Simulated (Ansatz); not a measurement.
`COCCCl` + CH₃OH → `COCCOC` + HCl  (substitution at a C–Cl bond)

Calculated with Ansatz (gas phase, PBE0-D4/def2-TZVP geometries, no zero-point term in ΔE). CBS: MP2 limit from def2 TZ/QZ plus the TZ coupled-cluster correction, frozen cores. This one scheme is used for every species. DFT in def2-TZVPP. B3LYP here is the variant with VWN-RPA as its local correlation; programs differ in this. One conformer a species, not always the lowest.

```
             level  ΔE (kcal/mol)
          B3LYP-D4            1.2
            B2PLYP            1.8
               PBE            2.3
SCS-MP2/def2-QZVPP            2.6
```

Task: What does CCSD(T)/CBS give? (An estimate is asked.)

Result: Computed: +2.3 kcal/mol. The listed levels differ from it by -1.1, -0.5, 0.0, 0.3 kcal/mol.

Largest T1 diagnostic among the species: 0.010.

The D4 term adds −0.8 kcal/mol with B3LYP and −0.5 kcal/mol with PBE0; it sums over pairs of atoms, weighted by their polarisabilities, and B3LYP, whose exchange is more repulsive, gets the larger term.
